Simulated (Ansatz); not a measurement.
**[H···H···OH], doublet: transfer scan**

Starting geometry:

```xyz
4

H    -2.0563    0.0498    0.0000
H    -1.3113    0.0498    0.0000
O     0.1847    0.0498    0.0000
H     0.4365   -0.8901    0.0000
```

From there H2 is moved from one fragment to the other while all else, the fragments' distance too, stays fixed, so the hump isn't the reaction's barrier; atoms are numbered as listed. Energies are in kJ/mol, counted from the starting geometry at the same level. Kohn–Sham curves are unrestricted where that lies lower.

Basis cc-pVDZ; Ansatz 0.2.0. Correlated methods freeze the noble-gas cores. Prefix R: restricted or restricted open-shell reference; prefix U: unrestricted.

In so small a basis the reference is far from its limit while semilocal and hybrid functionals are nearer theirs (RPA and double hybrids share much of the reference's basis error), so the functionals' errors here hold much of the reference's basis and frozen-core error, which can add to them or hide them.

Full CI isn't at hand for all of this; UCCSDTQ serves as the reference, and is uncertain by about the last step of the cluster series.

```
distance H1-H2 (Å)  UCCSDTQ    PBE   BLYP  r2SCAN  B97M-V   PBE0  B3LYP  wB97M-V  B2PLYP  RPA-PBE
             0.745      0.0    0.0    0.0     0.0     0.0    0.0    0.0      0.0     0.0      0.0
             0.817      1.6  -10.4   -8.8    -5.8    -2.9   -4.5   -4.5     -2.3    -1.1     -1.5
             0.962      9.8  -19.3  -14.2    -8.7    -2.0   -4.8   -3.6      0.4     2.5      3.8
             1.106    -15.4  -38.2  -28.9   -29.6   -18.7  -25.9  -20.2    -21.2   -21.2    -11.7
             1.251    -49.9  -53.8  -40.1   -50.2   -37.8  -52.2  -40.1    -48.4   -50.0    -34.7
```

Task: Judged by the spread of the error over the points with a reference (largest less smallest), which of these follows UCCSDTQ best and which worst?

Result: Subtracting the UCCSDTQ column from each: best B2PLYP (errors from -7.3 to 0.0, spread 7.3 kJ/mol), worst BLYP (from -24.1 to 9.8, spread 33.9 kJ/mol). Functionals and wave-function methods converge differently with the basis, so part of this is basis effect.
